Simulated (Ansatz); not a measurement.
Relative stability

Two relaxed structures of C₃H₅ (charge +1), closed shell (PBE0-D4/def2-TZVP; forces vanish, vibrations not checked).

A:

C1  (0.164, 1.185, 0.010)
C2  (0.272, -0.054, 0.237)
C3  (0.353, -1.432, 0.456)
H4  (1.287, -1.875, 0.096)
H5  (-0.578, 1.579, -0.689)
H6  (0.824, 1.895, 0.519)
H7  (-0.454, -1.814, -0.213)
H8  (0.074, -1.727, 1.472)
(Å)

B:

```
8
angstrom
C -0.4258 0.9142 -0.6315
C 0.3024 0.2845 0.3500
C 0.2416 -1.0873 0.4185
H -1.0313 0.3437 -1.3317
H -0.4218 1.9958 -0.7413
H 0.9066 0.8525 1.0488
H -0.3646 -1.6560 -0.2826
H 0.7929 -1.6472 1.1698
```

Program: Ansatz 0.2.0. Basis: def2-TZVPP. Cores are frozen in the correlated methods. B3LYP uses VWN-RPA correlation.

**Question.** Which structure is lower at CCSD(T), and by how much? (Judge from chemistry; the value comes from the calculation.)

**Answer.** By the calculation: B, by 10.97 kcal/mol (electronic energy, against the other). By their contacts, A is C₃H₅ ([CH2][C][CH3]), total charge +1 and B is C₃H₅ ([CH2][CH][CH2]), total charge +1.

All methods give the same order:

| method | E(B) − E(A) (kcal/mol) |
| --- | --- |
| PBE-D4 | -4.83 |
| r2SCAN-D4 | -5.34 |
| PBE0-D4 | -7.06 |
| B3LYP-D4 | -8.90 |
| wB97M-V | -7.34 |
| HF | -15.57 |
| MP2 | -11.90 |
| CCSD | -10.56 |
| CCSD(T) | -10.97 |

T1 diagnostic: at most 0.019. The restricted Hartree–Fock reference is unstable towards an unrestricted one at one or more of these structures.

Labels in which every atom is bracketed show which atoms are joined, not bond orders.

For scale, one of the runs: CCSD(T)/def2-TZVPP, 163 basis functions, launched by `ansatz run in.yaml --threads 2 --pin off --events-out ev --progress --plain --max-ram 4352MiB`. Time: 13 s of wall clock on 2 CPU threads of an Intel Xeon Platinum 8488C; the host was shared. Peak host memory: 1.3 GiB.
